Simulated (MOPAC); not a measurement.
MOPAC input (PM7):

```
PM7 PRECISE GNORM=0.05 LET XYZ CHARGE=-1 GEO-OK AUX(PRECISION=9) THREADS=1
CHCl2

C    -0.18304254 1    0.00476490 1    0.95552267 1
Cl    0.02009756 1    1.53307264 1   -0.21289176 1
Cl   -0.00577673 1   -1.53459387 1   -0.20255081 1
H     0.85480124 1   -0.00272854 1    1.32938764 1
```

From the last part of the output:

```
                                                       MOPAC v23.2.5 Linux

          FINAL HEAT OF FORMATION =        -27.39952 KCAL/MOL =    -114.63960 KJ/MOL

          COSMO AREA              =         98.75 SQUARE ANGSTROMS
          COSMO VOLUME            =         83.41 CUBIC ANGSTROMS

          GRADIENT NORM           =          0.03004          =       0.01502 PER ATOM
          IONIZATION POTENTIAL    =          4.044300 EV
          HOMO LUMO ENERGIES (EV) =         -4.044  6.872
          NO. OF FILLED LEVELS    =         10
          MOLECULAR WEIGHT        =         83.9249         POINT GROUP:  Cs

          MOLECULAR DIMENSIONS (Angstroms)

            Atom       Atom       Distance
           Cl     3   Cl     2     3.01834
           Cl     2    H     4     1.81712
            C     1   Cl     2     0.64810

          SCF CALCULATIONS        =         10

   ATOM   CHEMICAL          X               Y               Z
  NUMBER   SYMBOL      (ANGSTROMS)     (ANGSTROMS)     (ANGSTROMS)

     1       C         -0.14988047  *   0.00435556  *   0.91706801  *
     2      Cl          0.01184848  *   1.50842791  *  -0.20839484  *
     3      Cl         -0.01360868  *  -1.50978374  *  -0.19822059  *
     4       H          0.83569745  *  -0.00229640  *   1.40978366  *

                             CARTESIAN COORDINATES

   1    C       -0.149880466     0.004355558     0.917068008
   2   Cl        0.011848483     1.508427909    -0.208394835
   3   Cl       -0.013608680    -1.509783743    -0.198220593
   4    H        0.835697445    -0.002296396     1.409783655

           Empirical Formula: C H Cl2  =     4 atoms

      MOLECULAR POINT GROUP   :   Cs

                  EIGENVALUES
 -21.36653 -20.23959 -15.42031  -8.22584  -7.88660  -6.82253  -6.16183  -5.90815
  -5.88889  -4.04430   6.87161   7.03018  10.90335  77.53853  77.80767  78.14611
  78.48114  78.52173  78.59954  78.79672  78.92647  79.37063  79.48406

              NET ATOMIC CHARGES AND DIPOLE CONTRIBUTIONS

  ATOM NO.   TYPE          CHARGE      No. of ELECS.   s-Pop       p-Pop       d-Pop
    1          C           0.111746        3.8883     1.65249     2.23577
    2         Cl          -0.533192        7.5332     1.98652     5.54275     0.00393
    3         Cl          -0.533192        7.5332     1.98652     5.54275     0.00393
    4          H          -0.045362        1.0454     1.04536
 DIPOLE           X         Y         Z       TOTAL
 POINT-CHG.    -0.316     0.006     1.113     1.157
 HYBRID         1.817    -0.018    -0.740     1.962
 SUM            1.500    -0.011     0.373     1.546

          ATOMIC ORBITAL ELECTRON POPULATIONS

     Atom    s        px        py        pz      x^2-y^2     xz        z^2       yz        xy
    1  C   1.65249   1.22414   0.45839   0.55324
    2 Cl   1.98652   1.99541   1.70067   1.84666   0.00096   0.00025   0.00028   0.00195   0.00049
    3 Cl   1.98652   1.99622   1.69722   1.84931   0.00098   0.00024   0.00027   0.00194   0.00048
    4  H   1.04536

 **********************
 *                    *
 * JOB ENDED NORMALLY *
 *                    *
 **********************

 == MOPAC DONE ==
```

The dipole moment of an ion depends on the origin.
